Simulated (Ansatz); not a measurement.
# H₂F (doublet): from Hartree-Fock to the top rungs at distance H1–H2 along a hydrogen transfer = 0.818 Å, cc-pVDZ

How much of the correlation energy of H₂F (doublet) does each wave-function method recover here?

Program: Ansatz 0.2.0, Gaussian basis. Level of theory: cc-pVDZ, core rule «outside noble gas», up to 1 orbitals frozen. These are calculated values, not measurements.

To be run: UHF; CCSD(T) on ROHF; CCSD(T) on UHF; BCCD(T) on ROHF; CISD; CCSDT(Q) on ROHF; CCSDT(Q) on UHF; CCSDTQ on ROHF; CCSDTQ on UHF; CASSCF and MRCISD+Q, 3 electrons in 3 orbitals; CASSCF and NEVPT2, 3 electrons in 3 orbitals; CASSCF and MRCISD+Q, 9 electrons in 6 orbitals; CASSCF and MRCISD+Q(relaxed), 9 electrons in 6 orbitals; CASSCF and NEVPT2, 9 electrons in 6 orbitals; Full CI.

## 1. The geometry

The geometry derives from fragments relaxed apart (PBE0/def2-TZVP) and kept rigid, so it is no stationary point. A hydrogen atom is moved between rigid fragments.

3 atoms, charge 0, spin multiplicity 2.

Atoms are counted from 1 here; the program's logs count them from 0.

Bond lengths: H1–H2 0.818 Å, H2–F3 1.083 Å. Angles: H1–H2–F3 180.0°.

As a file:

```
atom    x (Å)    y (Å)     z (Å)
  H1  0.00000  0.00000  -0.90633
  H2  0.00000  0.00000  -0.08833
  F3  0.00000  0.00000   0.99467
```

## 2. UHF

Input file in.yaml:

```yaml
crystal:
  periodic: [false, false, false]
  atoms:
    - {symbol: H, position_ang: [0.000000, 0.000000, -0.906333]}
    - {symbol: H, position_ang: [0.000000, 0.000000, -0.088333]}
    - {symbol: F, position_ang: [0.000000, 0.000000, 0.994667]}
basis:
  gaussian: {orbitals: cc-pVDZ}
magnetization: {spin_polarized: true, initial_magnetization: 1}
hamiltonian: {xc: hf}
output: {orbitals: {seedname: orbitals}}
```

Launch:

```sh
> ansatz run in.yaml --threads 1 --pin off --events-out ev --progress --plain --max-ram 5632MiB --backend cpu
```

The runs that follow: CCSD(T) on ROHF; CCSD(T) on UHF; BCCD(T) on ROHF; CISD; CCSDT(Q) on ROHF; CCSDT(Q) on UHF; CCSDTQ on ROHF; CCSDTQ on UHF; CASSCF and MRCISD+Q, 3 electrons in 3 orbitals; CASSCF and NEVPT2, 3 electrons in 3 orbitals; CASSCF and MRCISD+Q, 9 electrons in 6 orbitals; CASSCF and MRCISD+Q(relaxed), 9 electrons in 6 orbitals; CASSCF and NEVPT2, 9 electrons in 6 orbitals; Full CI.

Before running them: what should the planned runs give, taken together? Wanted: FCI below the RHF energy; RMP2 from FCI; UMP2 from FCI; RCCSD from FCI; RCCSD(T) from FCI; UCCSD(T) from FCI; RCCSDT(Q) from FCI; UCCSDT(Q) from FCI; NEVPT2 pair from FCI.

The runs gave:

```
                         quantity                                                                                                                             value
         FCI below the RHF energy                                                                                                                        -6.3550 eV
                    RMP2 from FCI                                                                                                                        +268.1 meV
                    UMP2 from FCI                                                                                                                        +435.3 meV
                   RCCSD from FCI                                                                                                                         +97.4 meV
                RCCSD(T) from FCI                                                                                                                         +19.3 meV
                UCCSD(T) from FCI                                                                                                                         +17.5 meV
               RCCSDT(Q) from FCI                                                                                                                          -0.3 meV
               UCCSDT(Q) from FCI                                                                                                                          -0.3 meV
             NEVPT2 pair from FCI                                                                                                                        +282.2 meV
           MRCISD+Q pair from FCI                                                                                                                         +46.8 meV
          NEVPT2 valence from FCI                                                                                                                        +717.5 meV
levels within 1 kcal/mol (43 meV)  RCCSD(T), UCCSD(T), BCCD(T), RCCSDT, UCCSDT, RCCSDT(Q), UCCSDT(Q), RCCSDTQ, UCCSDTQ, MRCISD+Q valence, MRCISD+Q(relaxed) valence
                    T1 diagnostic                                                                                                                             0.019
   effectively unpaired electrons                                                                                                                              1.02
```

RCCSD(T) lands +19.3 meV from the yardstick (0.3 % of the correlation energy). One determinant dominates. Of the multireference levels listed MRCISD+Q(relaxed) valence comes nearest in total energy (+9.7 meV), which doesn't show that its space is the better one. These misses are within one basis, not against nature; the frozen cores of restricted and unrestricted runs differ, which can shift their rows.
